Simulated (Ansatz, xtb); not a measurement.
# Isomers of ClHOSi in order of energy

3 gas-phase structures of ClHOSi, found in a search over its isomers (lower ones may exist). Each was relaxed with GFN2-xTB:

A. `O[Si]Cl`, a singlet
B. `O=[SiH]Cl`, a singlet
C. `O[Si]Cl`, a triplet

Task: Which do you expect lowest at r2SCAN-D4/def2-SVP, and how would the others follow?

Result: Calculated order at r2SCAN-D4/def2-SVP: A (0.0), B (54.6), C (217.5) kJ/mol.

Energies above the lowest of each column, in kJ/mol; the last columns are at BLYP-D3(BJ)/def2-SVP geometries (a dash: not run or not comparable):

```csv
structure,GFN2-xTB,HF/STO-3G,r2SCAN-D4/def2-SVP,BLYP-D3(BJ)/def2-SVP,CCSD(T)/def2-TZVPP
A,122.9,0.0,0.0,0.0,0.0
B,0.0,203.7,54.6,58.8,54.2
C,–,238.9,217.5,257.2,255.1
```

CCSD(T)/def2-TZVPP puts A lowest; GFN2-xTB picks B. Some further structures that were screened fall inside this span and aren't listed. Flexible structures stand in one conformer each, not always the lowest. GFN2-xTB has no spin polarisation and isn't compared across spin states. Open shells are spin-unrestricted.

Programs: Ansatz 0.2.0, xtb 6.7.1.
